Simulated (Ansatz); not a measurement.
# Co, hcp: geometry optimisation

Method: DFT, m-r2SCAN, plane waves (500 eV) with PAW, scalar-relativistic in Ansatz. (PAW data from PBE, frozen cores regenerated.)

k-point mesh 14×14×8, Fermi-Dirac smearing 0.05 eV, starting moments 1.70 ×2 μB. Cell and atoms relax.

Starting structure:

```yaml
crystal:
  lattice:
    - [2.5070990085, 0.0, 0.0]
    - [-1.2535495042, 2.1712114311, 0.0]
    - [0.0, 0.0, 4.0686]
  atoms:
    - { symbol: Co, position: [0.3333333333, 0.6666666667, 0.25], spin: 1.7 }
    - { symbol: Co, position: [0.6666666667, 0.3333333333, 0.75], spin: 1.7 }
hamiltonian:
  xc: mr2scan
  pseudopotentials:
    kind: paw
    azcp:
      Co: "pseudopotentials/Co.paw.azcp"
basis:
  ecutwfc: 500
  fft_grid_basis: typed
kpoints:
  mp_grid: { grid: [14, 14, 8], shift: [0, 0, 0] }
magnetization:
  spin_polarized: true
scf:
  occupations: { method: fermi_dirac, width: 0.05 }
relax:
  max_steps: 60
  f_tol: 0.01
  cell: {}
```

The pressure at the start is -13.3 GPa. By how much does the volume change?

From 11.07 to 10.39 Å³ per atom, -6.1 %. The final cell has a = 2.458 Å, c = 3.973 Å (c/a = 1.617).

How much energy does the relaxation gain?

30.5 meV per atom.

Which magnetic state does it end in?

ferromagnetic, net 1.53 μB per atom; moments 1.60 ×2 μB.

m-r²SCAN is r²SCAN on the gauge-invariant kinetic-energy density; without spin polarisation the two are equal.
